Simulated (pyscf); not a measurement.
## Addition across a multiple bond or ene-type step: O=Ti(OH)–OH + ammonia (NH₃) -> H₂N–Ti(OH)(OH)–OH

Gas phase, singlet surface, charge 0. Bonds broken: N7–H8. Bonds formed: O1–H8, Ti2–N7. PySCF, gas phase, ωB97X-D3(BJ)/def2-SVP geometries.

Transition state (Å):

```xyz
10

O     -0.6707     0.4965     1.1241
Ti    -1.4216     0.1670    -0.3638
O     -2.0614    -1.5013    -0.5397
O     -2.5071     1.4612    -0.9730
H     -2.0309    -2.2495     0.0648
H     -2.7218     2.3229    -0.6019
N      0.5261     0.3643    -0.9755
H      0.2663     0.5244     0.3923
H      0.8002     1.1726    -1.5302
H      1.0345    -0.4558    -1.2998
```

One imaginary mode, 1537i cm⁻¹; descent along it reached the two sides named, in the forms told below.

```json
[
 {"bond": "N7–H8", "change": "breaks", "reactant side (Å)": "1.021", "saddle": "1.401", "product side": "3.2"},
 {"bond": "O1–H8", "change": "forms", "reactant side (Å)": "3.0", "saddle": "1.189", "product side": "0.962"},
 {"bond": "Ti2–N7", "change": "forms", "reactant side (Å)": "2.200", "saddle": "2.051", "product side": "1.867"}
]
```

Electronic energies relative to the separated reactants (kcal/mol):

| level | barrier | reaction energy | reverse barrier |
|---|---|---|---|
| ωB97X-D3(BJ)/def2-TZVP | -9.9 | -36.4 | 26.4 |
| PBE/def2-TZVP | -10.5 | -32.0 | 21.5 |
| r²SCAN/def2-TZVP | -12.6 | -36.7 | 24.1 |
| B3LYP-D3(BJ)/def2-TZVP | -10.0 | -36.4 | 26.4 |
| PBE0-D3(BJ)/def2-TZVP | -12.0 | -36.7 | 24.7 |
| M06-2X/def2-TZVP | -13.9 | -42.0 | 28.1 |
| ωB97M-D3(BJ)/def2-TZVP | -8.2 | -34.6 | 26.4 |
| HF/def2-TZVP | -2.1 | -41.8 | 39.7 |

With ωB97M-D3(BJ)/def2-TZVP energies and thermal terms (ideal gas, 1 atm, RRHO with modes under 100 cm⁻¹ raised to 100, one conformer, R ln 2 for chiral ones without a mode under 150 cm⁻¹), in kcal/mol:

| T (K) | ΔH‡ | ΔG‡ | ΔH | ΔG |
|---|---|---|---|---|
| 298 | -10.5 | 0.2 | -35.1 | -25.8 |
| 600 | -9.9 | 10.9 | -33.3 | -17.1 |
| 900 | -9.0 | 21.1 | -31.7 | -9.4 |
| 1200 | -8.1 | 31.0 | -30.3 | -2.2 |

On the reactant side the descent ends in an adduct with a N–Ti contact, 39.7 kcal/mol under the separated species and 29.8 kcal/mol under the saddle at ωB97X-D3(BJ)/def2-TZVP. At ωB97X-D3(BJ)/def2-TZVP, PBE, r²SCAN, B3LYP-D3(BJ), PBE0-D3(BJ), M06-2X, ωB97M-D3(BJ)/def2-TZVP, HF the saddle lies under the separated reactants, which points to a path from their complex (located at ωB97X-D3(BJ) alone). What is counted as formed (N–Ti) is already present as a longer contact in the reactant adduct; forming that adduct is a step of its own. At the saddle there is also a short H–Ti contact that neither side keeps. One saddle was located; it need not be the lowest between these sides.
